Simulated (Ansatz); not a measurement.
`C[NH][AlH2]`, charge 0, multiplicity 1.

Question: Give a relaxed structure at PBE0-D4/def2-TZVP (the Gaussian-basis code of Ansatz). (An estimate is asked.)

Answer: Computed: 
Z-matrix (Å, degrees):
```
C
N 1 1.447
H 1 1.097 2 112.3
H 1 1.097 2 112.4 3 121.5
H 1 1.093 2 109.8 3 -119.2
Al 2 1.768 1 128.6 3 119.4
H 2 1.010 1 111.9 3 -60.6
H 6 1.584 2 117.5 1 179.9
H 6 1.584 2 117.5 1 0.1
```
Point group Cs.
This is one stationary point; other conformers may exist.
